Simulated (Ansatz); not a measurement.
Two isomers of C3H7NO: A = `CNC(C)=O`, B = `CC(N)C=O`.

Gas-phase electronic energies from Ansatz, PBE0-D4/def2-TZVP geometries. CCSD(T)/CBS adds triple-zeta CCSD(T) − MP2 to the extrapolated MP2 energy (def2 sets, frozen cores). Functionals use def2-TZVPP. B3LYP here is the variant with VWN-RPA as its local correlation; programs differ in this. One conformer a species, not always the lowest.

A:

Z-matrix (Å, degrees):
```
C
N 1 1.439
H 1 1.093 2 111.4
H 1 1.089 2 107.4 3 -119.2
H 1 1.094 2 111.4 3 121.7
C 2 1.357 1 122.5 3 119.8
H 2 1.004 1 119.1 3 -60.4
O 6 1.215 2 123.0 1 -0.1
C 6 1.508 2 115.3 1 179.9
H 9 1.091 6 108.5 2 -121.6
H 9 1.091 6 113.9 2 0.2
H 9 1.091 6 108.5 2 122.0
```

B:

Z-matrix (Å, degrees):
```
C
C 1 1.522
H 1 1.093 2 110.6
H 1 1.091 2 110.9 3 -121.0
H 1 1.093 2 110.0 3 119.3
N 2 1.450 1 109.7 3 -57.8
C 2 1.513 1 107.4 3 59.8
H 2 1.099 1 109.2 3 175.8
H 6 1.012 2 111.6 1 -166.8
H 6 1.011 2 111.0 1 -46.6
O 7 1.199 2 124.6 1 101.3
H 7 1.113 2 113.5 1 -77.8
```

Question: Which is lower in electronic energy at CCSD(T)/CBS, and by how much? (An estimate is asked.)

Answer: Computed: A, by 17.8 kcal/mol.

Question: Give E(B) − E(A) in kcal/mol with PBE-D4, B2PLYP, HF/def2-TZVPP, r2SCAN-D4, ωB97M-V, CCSD/def2-TZVPP, B3LYP-D4. (An estimate is asked.)

Answer: Ansatz gave: PBE-D4 21.8, B2PLYP 20.2, HF/def2-TZVPP 19.3, r2SCAN-D4 22.4, ωB97M-V 19.3, CCSD/def2-TZVPP 17.4, B3LYP-D4 21.0. None reverses the order clearly.

Largest T1 diagnostic: 0.014.

In def2-TZVPP, CCSD(T) changes the Hartree–Fock value by −1.7 kcal/mol (the triples alone add +0.2 kcal/mol) and MP2 by −0.9 kcal/mol.
